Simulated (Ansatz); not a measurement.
# B₂H₂ (triplet): inputs that go wrong at scale of all distances = 1.323

4 inputs are run for B₂H₂ (triplet) as typed; the log has to tell whether the result can be used and what must change.

Computed with Ansatz 0.2.0, Gaussian basis. Level: the settings change from run to run.

11 further runs of the same task are left out: 2 for a mislabelled method, 5 that didn't finish, 4 set aside as unsound or not needed.

## (1) The geometry

The geometry derives from a PBE0/def2-TZVP stationary point (not a proven minimum). All distances are scaled together.

4 atoms, charge 0, spin multiplicity 3.

Atoms are counted from 1 here; the program's logs count them from 0.

No contacts short enough for the rule that draws bonds.

## (2) Input 1

File in.yaml:

```yaml
crystal:
  periodic: [false, false, false]
  atoms:
    - {symbol: B, position_ang: [0.000000, 0.000000, 0.893856]}
    - {symbol: B, position_ang: [0.000000, 0.000000, -1.203208]}
    - {symbol: H, position_ang: [0.000000, 1.386329, 1.659029]}
    - {symbol: H, position_ang: [0.000000, -1.386329, 1.659029]}
basis:
  gaussian: {orbitals: def2-SVPD}
magnetization: {spin_polarized: true, initial_magnetization: 2}
correlation: {method: ccsd, electrons: outside_noble_gas}
accuracy: high
multiplicity: 3
output: {forces: true}
```

Launch:

```sh
> ansatz run in.yaml --threads 1 --pin off --events-out ev --progress --plain --max-ram 2393MiB
```

The log of the run:

```text
Error: YAML parse error: error: line 13 column 1: unknown field `multiplicity`, expected one of crystal, accuracy, basis, kpoints, hamiltonian, magnetization, projection, total_charge, correlation, batch, efield, external_charges, scf, relax, neb, saddle, md, ramp, phonons, dielectric, real_time, elastic, magnetic_configurations, gw, evaluate, workflow, output, checkpoint, execution
  --> <input>:13:1
   |
11 | correlation: {method: ccsd, electrons: outside_noble_gas}
12 | accuracy: high
13 | multiplicity: 3
   | ^ unknown field `multiplicity`, expected one of crystal, accuracy, basis, kpoints, hamiltonian, magnetization, projection, total_charge, correlation, batch, efield, external_charges, scf, relax, neb, saddle, md, ramp, phonons, dielectric, real_time, elastic, magnetic_configurations, gw, evaluate, workflow, output, checkpoint, execution
14 | output: {forces: true}
   |
```

Run time: 0.03 s. Hardware: 1 thread of Arm Neoverse V2, shared host.

What is wrong: The run was refused. The input holds a key that the program doesn't read here. Cure: remove it or spell it as the reference does.

## (3) Input 2

File in.yaml:

```yaml
crystal:
  periodic: [false, false, false]
  atoms:
    - {symbol: B, position_ang: [0.000000, 0.000000, 0.893856]}
    - {symbol: B, position_ang: [0.000000, 0.000000, -1.203208]}
    - {symbol: H, position_ang: [0.000000, 1.386329, 1.659029]}
    - {symbol: H, position_ang: [0.000000, -1.386329, 1.659029]}
basis:
  gaussian: {orbitals: 6-31G}
magnetization: {spin_polarized: true, initial_magnetization: 2}
correlation: {method: ccsdt, electrons: all}
frozen_core: true
```

Same command.

The log of the run:

```text
Error: YAML parse error: error: line 12 column 1: unknown field `frozen_core`, expected one of crystal, accuracy, basis, kpoints, hamiltonian, magnetization, projection, total_charge, correlation, batch, efield, external_charges, scf, relax, neb, saddle, md, ramp, phonons, dielectric, real_time, elastic, magnetic_configurations, gw, evaluate, workflow, output, checkpoint, execution
  --> <input>:12:1
   |
10 | magnetization: {spin_polarized: true, initial_magnetization: 2}
11 | correlation: {method: ccsdt, electrons: all}
12 | frozen_core: true
   | ^ unknown field `frozen_core`, expected one of crystal, accuracy, basis, kpoints, hamiltonian, magnetization, projection, total_charge, correlation, batch, efield, external_charges, scf, relax, neb, saddle, md, ramp, phonons, dielectric, real_time, elastic, magnetic_configurations, gw, evaluate, workflow, output, checkpoint, execution
```

Run time: 0.03 s. Hardware: 1 thread of Arm Neoverse V2, shared host.

What is wrong: The run was refused. The input holds a key that the program doesn't read here. Fix: remove it or spell it as the reference does.

## (4) Input 3

File in.yaml:

```yaml
crystal:
  periodic: [false, false, false]
  atoms:
    - {symbol: B, position_ang: [0.000000, 0.000000, 0.893856]}
    - {symbol: B, position_ang: [0.000000, 0.000000, -1.203208]}
    - {symbol: H, position_ang: [0.000000, 1.386329, 1.659029]}
    - {symbol: H, position_ang: [0.000000, -1.386329, 1.659029]}
basis:
  gaussian: {orbitals: 6-31G}
magnetization: {spin_polarized: false, initial_magnetization: 2}
correlation: {method: sc_nevpt2, electrons: outside_noble_gas, active_space: {window: {electrons: 4, orbitals: 4}, places: [1, 2]}}
```

Same command.

The log of the run:

```text
Error: invalid value for `correlation.active_space`: name one of window, places and ras
```

It took 0.03 s on 1 thread of Arm Neoverse V2, shared host.

What is wrong: The run was refused. The active space is defined twice. To mend it, keep one definition.

## (5) Input 4

File in.yaml:

```yaml
crystal:
  periodic: [false, false, false]
  atoms:
    - {symbol: B, position_ang: [0.300000, 0.300000, -0.903208]}
    - {symbol: B, position_ang: [0.000000, 0.000000, -1.203208]}
    - {symbol: H, position_ang: [0.000000, 1.386329, 1.659029]}
    - {symbol: H, position_ang: [0.000000, -1.386329, 1.659029]}
basis:
  gaussian: {orbitals: 6-31G}
magnetization: {spin_polarized: false, initial_magnetization: 2}
correlation: {method: fic_mrcisd_q_relaxed, electrons: all, active_space: {window: {electrons: 12, orbitals: 8}}}
```

Same command.

The log of the run, cut to the lines that bear on the results:

```text
Functional definition: HF
  name "HF"
  cite "Fock, Z. Phys. 61, 126 (1930) doi:10.1007/BF01340294"
  parent pbe
[...]
318 factors; integrals over basis functions are off by at most 1.6e-4 eV
[...]
mean field -1274.13604565 eV, -46.8236360370 hartree, gradient 2.3e-6 eV, S^2 2.000000; 1 other end points of the search recorded, 0 dependent functions left out
reference -1274.13604565 eV, -46.8236360370 hartree; 7, 5 occupied and 15, 17 virtual orbitals, 318 factors
state -1274.60690072 eV, -46.8409396419 hartree
contracted CI cycle   1: correlation 0.00000000 eV, 0.0000000000 hartree, residual 1.61e1 eV
contracted CI cycle   2: correlation -1.85992089 eV, -0.0683508320 hartree, residual 2.96e0 eV
contracted CI cycle   3: correlation -1.98596712 eV, -0.0729829455 hartree, residual 1.20e0 eV
contracted CI cycle   4: correlation -2.00274596 eV, -0.0735995563 hartree, residual 3.51e-1 eV
contracted CI cycle   5: correlation -2.00471981 eV, -0.0736720942 hartree, residual 1.37e-1 eV
contracted CI cycle   6: correlation -2.00492341 eV, -0.0736795763 hartree, residual 4.75e-2 eV
contracted CI cycle   7: correlation -2.00495300 eV, -0.0736806638 hartree, residual 1.66e-2 eV
contracted CI cycle   8: correlation -2.00495587 eV, -0.0736807693 hartree, residual 4.99e-3 eV
contracted CI cycle   9: correlation -2.00495620 eV, -0.0736807815 hartree, residual 1.68e-3 eV
state -1274.60690072 eV, -46.8409396419 hartree; corrected -1276.67780177 eV, -46.9170438518 hartree
Total energy: -1276.67780177 eV, -46.9170438518 hartree
```

It took 2.6 s on 1 thread of Arm Neoverse V2, shared host; peak memory 0.26 GiB.

Diagnosis: The run converged, which proves nothing about the input. One atom lies on top of another. The shortest distance is 0.52 Å, against 1.58 Å in the geometry of step 1. Its energy belongs to another geometry. To mend it, restore its position.

## (6) How the runs ended

```csv
input,level,ended,cause,time
1,CCSD on UHF/def2-SVPD,refused,the input holds a key that the program doesn't read here,0.03 s
2,CCSDT on UHF/6-31G,refused,the input holds a key that the program doesn't read here,0.03 s
3,"NEVPT2(4,4)/6-31G",refused,the active space is defined twice,0.03 s
4,"MRCISD+Q(relaxed)(12,8)/6-31G",converged,one atom lies on top of another,2.6 s
```

3 refused, 1 converged. The input that converges on a wrong geometry or spin is the dangerous one: no error points at it, so geometry and ⟨S²⟩ have to be checked.
